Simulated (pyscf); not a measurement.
PySCF, gas phase, ωB97X-D3(BJ)/def2-SVP geometries. Correlated levels are frozen-core, on RHF or UHF. ΔMP2 is the change of the MP2 total energy from the triple- to the quadruple-zeta basis.

### Question
Estimate by transition-state theory the rate constant of `[F][SiH3]` + `[OH2]` → `[OH][SiH3]` + `[FH]` (singlet surface; F–Si, H–O broken, O–Si, F–H formed) at 900 K, with CCSD(T)/def2-TZVPP + ΔMP2(QZVPP) energies (ideal gas, 1 atm, RRHO with modes under 100 cm⁻¹ raised to 100, one conformer, R ln 2 for rigid chiral ones; no tunnelling).

### Answer
The electronic barrier is 28.7 kcal/mol and the thermal terms add +29.4, so ΔG‡ = 58.1 kcal/mol. With k_BT/h = 1.88e+13 s⁻¹ and RT = 1.788 kcal/mol, and a volume of 1.23e-19 cm³ per molecule at 1 atm, k = 1.8e-20 cm³ molecule⁻¹ s⁻¹. Wigner's tunnelling factor for 669i cm⁻¹ would be 1.05. A shift of 1 kcal/mol in the barrier changes k by a factor 1.7. On the product side the descent ends in a complex, 7.6 kcal/mol under the separated species and 22.9 kcal/mol under the saddle at ωB97X-D3(BJ)/def2-TZVP. At ωB97X-D3(BJ) the barrier from the zero used here is 25.5 kcal/mol. This is the saddle that the search found; another between the same sides may lie lower. The CCSD(T) − MP2 part came from Ansatz, without density fitting, on the same reference.
